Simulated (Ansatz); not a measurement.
## Arsenic, grey arsenic (A7): convergence with the k-point mesh

Computed with Ansatz, LDA, scalar-relativistic PAW, on the relaxed cell (a = 3.760 Å, c = 9.983 Å (c/a = 2.655); spin not included). Errors count from a run at 420 eV on a Γ-centred 17×17×17 mesh with Fermi-Dirac smearing of 0.1 eV, extrapolated to zero width. Fixed here: cutoff 420 eV, Fermi-Dirac width 0.1 eV. The SCF starts from atomic densities corrected by a trained network.

```json
{"k-mesh": "2×2×2", "E(σ→0) error (meV/atom)": "1145.2", "P (GPa)": "12.76", "SCF iterations": "8"}
{"k-mesh": "4×4×4", "E(σ→0) error (meV/atom)": "-40.2", "P (GPa)": "0.12", "SCF iterations": "7"}
{"k-mesh": "5×5×5", "E(σ→0) error (meV/atom)": "-30.7", "P (GPa)": "-0.13", "SCF iterations": "6"}
{"k-mesh": "6×6×6", "E(σ→0) error (meV/atom)": "-19.0", "P (GPa)": "0.03", "SCF iterations": "6"}
{"k-mesh": "8×8×8", "E(σ→0) error (meV/atom)": "-7.7", "P (GPa)": "-0.01", "SCF iterations": "7"}
{"k-mesh": "11×11×11", "E(σ→0) error (meV/atom)": "-3.2", "P (GPa)": "0.01", "SCF iterations": "6"}
{"k-mesh": "15×15×15", "E(σ→0) error (meV/atom)": "-0.4", "P (GPa)": "0.03", "SCF iterations": "7"}
```

Question: What does the run at 3×3×3 give (k-mesh)?

Answer: E(σ→0) error (meV/atom): -72.3; P (GPa): 1.24; SCF iterations: 6.

Within 5 meV/atom of the last row: from 11×11×11 on.
